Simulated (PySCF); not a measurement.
Geometries of 2 isomers of C3H8O, from PBE0-D3(BJ)/def2-SVP geometry optimisation, gas phase in PySCF. One conformer each, no zero-point energy, no frequencies.

**Question.** Which isomer lies lower at this level?
A.
```xyz
12
angstrom
C     -0.047   -1.645    0.690
C      0.414   -0.351    0.066
O     -0.696    0.472   -0.147
C     -0.374    1.698   -0.718
H      0.806   -2.318    0.867
H     -0.764   -2.156    0.031
H     -0.545   -1.452    1.652
H      1.151    0.157    0.725
H      0.938   -0.549   -0.894
H      0.103    1.585   -1.713
H      0.318    2.288   -0.082
H     -1.303    2.272   -0.842
```
B.
```xyz
12
angstrom
C     -1.493    0.083    0.265
C     -0.186    0.088   -0.510
C      1.016   -0.283    0.343
O      2.214   -0.344   -0.383
H     -1.710   -0.917    0.675
H     -1.463    0.786    1.114
H     -2.343    0.369   -0.371
H     -0.235   -0.612   -1.360
H     -0.016    1.090   -0.948
H      1.090    0.416    1.203
H      0.865   -1.286    0.776
H      2.377    0.530   -0.753
```

**Answer.** B. That is `CCCO` (C3H8O), 7.4 kcal/mol below the other.

```tsv
SMILES	atoms numbered as above	E (Eh)	relative (kcal/mol)	relative (kJ/mol)	dipole (D)
CCCO	[CH3:1][CH2:2][CH2:3][OH:4]	-193.98597	0.0	0.0	1.64
CCOC	[CH3:1][CH2:2][O:3][CH3:4]	-193.97419	7.4	30.9	1.14
```

As drawn, the lower has an O–H bond, which the higher lacks.
